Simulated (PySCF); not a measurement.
Ranking problems on computed properties.

All species are isolated and taken at one optimised geometry, non-relativistic unless stated. Electronic properties by PySCF.

The conformers computed, where there is a choice (atom-mapped SMILES and torsion angles):
- `[CH3:1][SiH2:2][c:3]1[cH:4][cH:5][cH:6][cH:7][cH:8]1`: C1–Si2–C3–C4 -90°
- `[CH3:1][CH2:2][c:3]1[cH:4][cH:5][cH:6][n:7][cH:8]1`: C1–C2–C3–C4 -89°
- `[CH3:1][C:2](=[O:3])[O:4][C:5]([CH3:6])([CH3:7])[CH3:8]`: C1–C2–O4–C5 -179°, C2–O4–C5–C6 180°
- `[CH3:1][C:2]([NH2:3])=[O:4]`: H–N3–C2–C1 -179°, H–N3–C2–C1 -1°
- `[OH:1][NH:2][c:3]1[cH:4][cH:5][cH:6][cH:7][cH:8]1`: O1–N2–C3–C4 27°, H–O1–N2–C3 -102°
- `[O:1]=[CH:2][c:3]1[cH:4][cH:5][cH:6][cH:7][n:8]1`: O1–C2–C3–C4 0°
- `[CH3:1][CH:2]([CH3:3])[NH2:4]`: H–N4–C2–C1 -179°, H–N4–C2–C1 -60°

**Question.** Rank by smallest rotational constant, lowest first (GFN2-xTB).
A. `C=CC#CC`
B. `CCc1cccnc1`
C. `ClC(F)(Cl)Cl`
D. `C[SiH2]c1ccccc1`
E. `c1cccnc1F`

**Answer.** D (0.911 GHz), B (1.265 GHz), C (1.709 GHz), E (1.862 GHz), A (2.070 GHz).

**Question.** By how much do the two ends of that ranking differ?

**Answer.** By 1.159 GHz, between `C=CC#CC` and `C[SiH2]c1ccccc1`.

**Question.** Rank by dipole moment, highest first (PBE0/pcSseg-1 at GFN2-xTB geometries).
A. `C[SiH2]c1ccccc1`
B. `FC1=CC=CC=N1`
C. `CCc1cccnc1`
D. `CC(=O)OC(C)(C)C`
E. `CC(N)=O`

**Answer.** E (3.96 D), B (3.36 D), C (2.48 D), D (1.91 D), A (0.63 D).

**Question.** Rank by HOMO–LUMO gap, lowest first (PBE0/pcSseg-1 at GFN2-xTB geometries).
A. `CCC1=CC=CN=C1`
B. `CC(N)=O`
C. `ONc1ccccc1`
D. `CC(C)N`
E. `C=CC#CC`
F. `c1nc(C=O)ccc1`
G. `C[SiH2]c1ccccc1`

**Answer.** F (5.38 eV), C (5.95 eV), E (6.15 eV), A (6.58 eV), G (6.80 eV), D (8.08 eV), B (8.23 eV).

**Question.** By how much do the two ends of that ranking differ?

**Answer.** By 2.85 eV, between `CC(N)=O` and `O=Cc1ccccn1`.

**Question.** Rank by HOMO energy, highest first (PBE0/pcSseg-1 at GFN2-xTB geometries).
A. `C=CC#CC`
B. `ONC1=CC=CC=C1`
C. `CC(=O)OC(C)(C)C`
D. `NC(C)=O`

**Answer.** B (-6.06 eV), A (-6.73 eV), D (-7.28 eV), C (-7.65 eV).
